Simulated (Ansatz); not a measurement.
**C4H12N2: a ladder of functionals and wavefunction methods**

The task here is to estimate one member of a computed series from the others.

Program: Ansatz 0.2.0, Gaussian basis. Level of theory: functionals in def2-TZVPP, the program's frozen cores in correlated methods. These are calculated values, not measurements.

Levels to be run: LDA (SPW92), PBE-D4, revPBE-D4, BLYP-D4, r2SCAN-D4, B97M-V, PBE0-D4, B3LYP-D4, r2SCANh-D4, r2SCAN0-D4, HSE06-D4, BHLYP-D4, CAM-B3LYP-D4, LC-ωPBE, ωB97X-V, ωB97M-V, B2PLYP, PBE-QIDH; CCSD(T)/def2-SVP; MP2/def2-TZVPP; RPA on PBE.

1 further run of the same task is left out (it didn't finish). Runs told in other sessions of the task aren't counted.

## The relaxed structure

All runs share one geometry, relaxed beforehand with PBE0-D4 in a triple-zeta def2 set.

SMILES `CC(C)(C)NN`, 18 atoms, charge 0, spin multiplicity 1.

Atoms are counted from 1 here; the program's logs count them from 0.

Bond lengths: C1–C2 1.529 Å, C1–H7 1.095 Å, C1–H8 1.092 Å, C1–H9 1.093 Å, C2–C3 1.521 Å, C2–C4 1.521 Å, C2–N5 1.468 Å, C3–H10 1.092 Å, C3–H11 1.092 Å, C3–H12 1.095 Å, C4–H13 1.092 Å, C4–H14 1.091 Å, C4–H15 1.093 Å, N5–N6 1.410 Å, N5–H16 1.016 Å, N6–H17 1.010 Å, N6–H18 1.015 Å. Angles: C2–C1–H7 110.8°, C2–C1–H8 110.6°, C2–C1–H9 111.1°, H7–C1–H8 108.6°, H7–C1–H9 107.7°, H8–C1–H9 107.8°, C1–C2–C3 110.0°, C1–C2–C4 110.0°, C1–C2–N5 112.2°, C3–C2–C4 110.2°, C3–C2–N5 105.9°, C4–C2–N5 108.4°, C2–C3–H10 110.4°, C2–C3–H11 110.6°, C2–C3–H12 111.2°, H10–C3–H11 108.6°, H10–C3–H12 108.3°, H11–C3–H12 107.6° and more.

The first run:

in.yaml

```yaml
crystal:
  periodic: [false, false, false]
  atoms:
    - {symbol: C, position_ang: [-0.495999, -1.392898, -0.009107]}
    - {symbol: C, position_ang: [0.241674, -0.057132, -0.101997]}
    - {symbol: C, position_ang: [1.720150, -0.258556, 0.194661]}
    - {symbol: C, position_ang: [0.060122, 0.543629, -1.487905]}
    - {symbol: N, position_ang: [-0.238252, 0.912543, 0.890196]}
    - {symbol: N, position_ang: [-1.630413, 1.125873, 0.822689]}
    - {symbol: H, position_ang: [-0.379861, -1.833744, 0.986600]}
    - {symbol: H, position_ang: [-1.561244, -1.258814, -0.209293]}
    - {symbol: H, position_ang: [-0.106718, -2.108421, -0.737661]}
    - {symbol: H, position_ang: [2.251384, 0.694405, 0.149250]}
    - {symbol: H, position_ang: [2.167659, -0.942390, -0.529276]}
    - {symbol: H, position_ang: [1.868429, -0.687413, 1.191325]}
    - {symbol: H, position_ang: [0.627087, 1.473056, -1.574042]}
    - {symbol: H, position_ang: [-0.993131, 0.765511, -1.665279]}
    - {symbol: H, position_ang: [0.406074, -0.151061, -2.257051]}
    - {symbol: H, position_ang: [0.042970, 0.597410, 1.814379]}
    - {symbol: H, position_ang: [-1.824831, 2.078134, 1.097657]}
    - {symbol: H, position_ang: [-2.155081, 0.499877, 1.424865]}
basis:
  gaussian: {orbitals: def2-TZVPP}
hamiltonian: {xc: lda}
output: {orbitals: {seedname: orbitals}}
```

Launch:

```sh
$ ansatz run in.yaml --threads 4 --pin off --events-out ev --progress --plain --max-ram 11315MiB
```

Steps of the session up to this table: LDA; PBE-D4 (GGA); revPBE-D4 (GGA); BLYP-D4 (GGA); r2SCAN-D4 (meta-GGA); B97M-V (meta-GGA); PBE0-D4 (hybrid); B3LYP-D4 (hybrid); r2SCANh-D4 (hybrid); r2SCAN0-D4 (hybrid); HSE06-D4 (hybrid); BHLYP-D4 (hybrid); CAM-B3LYP-D4 (range-separated); LC-ωPBE (range-separated); ωB97X-V (range-separated); ωB97M-V (range-separated); B2PLYP (double hybrid); PBE-QIDH (double hybrid).

One of the session's tables, all rows but one given; the rest of the session is left out.

It belongs to the step «Orbital energies across the functionals». 

| functional | HOMO (eV) | LUMO (eV) | gap (eV) |
| --- | --- | --- | --- |
| LDA (SPW92) | -5.27 | -0.13 | 5.13 |
| PBE-D4 | -5.14 | 0.05 | 5.19 |
| revPBE-D4 | -5.08 | 0.14 | 5.22 |
| BLYP-D4 | -5.05 | 0.03 | 5.08 |
| r2SCAN-D4 | -5.42 | 0.75 | 6.17 |
| B97M-V | -5.61 | 0.20 | 5.81 |
| PBE0-D4 | ? | ? | ? |
| B3LYP-D4 | -6.38 | 0.52 | 6.90 |
| r2SCANh-D4 | -5.97 | 0.99 | 6.96 |
| r2SCAN0-D4 | -6.80 | 1.33 | 8.12 |
| HSE06-D4 | -6.19 | 0.50 | 6.69 |
| BHLYP-D4 | -8.02 | 1.46 | 9.48 |
| CAM-B3LYP-D4 | -8.06 | 1.61 | 9.67 |
| LC-ωPBE | -9.41 | 2.93 | 12.34 |
| ωB97X-V | -9.08 | 2.70 | 11.78 |
| ωB97M-V | -9.01 | 2.26 | 11.27 |

Estimate the missing values for PBE0-D4.

As computed: HOMO (eV): -6.60; LUMO (eV): 0.86; gap (eV): 7.47. In the column «HOMO (eV)» it lies between r2SCAN0-D4 (-6.80) and B3LYP-D4 (-6.38).
